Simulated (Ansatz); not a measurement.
SiHCl (SMILES [SiH]Cl): the energy, rung by rung

SiHCl: 3 atoms, total charge 0, spin state singlet. SMILES: `[SiH]Cl`. The shape was relaxed beforehand at r2SCAN/def2-SVP.

```xyz
3

Si   -0.5521    0.5718   -0.2359
Cl    1.2896    0.3590    0.7447
H    -0.7375   -0.9307   -0.5088
```

Each level gives the adiabatic electron affinity (to the doublet anion, shapes relaxed at r2SCAN/def2-SVP, no zero-point term) (eV). The values are calculated.

The electron affinity is E(neutral) − E(anion): positive where the electron is bound.

| level | kind | program | value (eV) | less CCSD(T)/def2-TZVPP | CPU time (all runs) |
| --- | --- | --- | --- | --- | --- |
| HF/def2-TZVPP | Hartree–Fock | Ansatz | 0.67 | -0.24 | 1.4 s |
| SVWN5/def2-TZVPP | LDA | Ansatz | 1.06 | +0.15 | 1.1 s |
| BLYP/def2-TZVPP | GGA | Ansatz | 0.88 | -0.03 | 1.8 s |
| r2SCAN/def2-TZVPP | meta-GGA | Ansatz | 1.22 | +0.31 | 4.1 s |
| PBE0-D4/def2-TZVPP | global hybrid | Ansatz | 1.14 | +0.23 | 2.4 s |
| CAM-B3LYP/def2-TZVPP | range-separated hybrid | Ansatz | 1.07 | +0.16 | 3.1 s |
| wB97M-V/def2-TZVPP | range-separated hybrid | Ansatz | 0.86 | -0.05 | 7 s |
| B2PLYP/def2-TZVPP | double hybrid | Ansatz | 0.94 | +0.03 | 4.1 s |
| RPA@PBE/def2-TZVPP | RPA | Ansatz | 1.10 | +0.19 | 3 s |
| CCSD(T)/def2-TZVPP | coupled cluster or CI | Ansatz | 0.91 | 0.00 | 6.5 s |

Differences are taken from CCSD(T)/def2-TZVPP for orientation; it has basis-set and higher-order errors of its own. The values span 0.67 to 1.22 eV. Times are those of the runs behind each value, whatever else they computed, on shared processors of several kinds: orders of magnitude only.
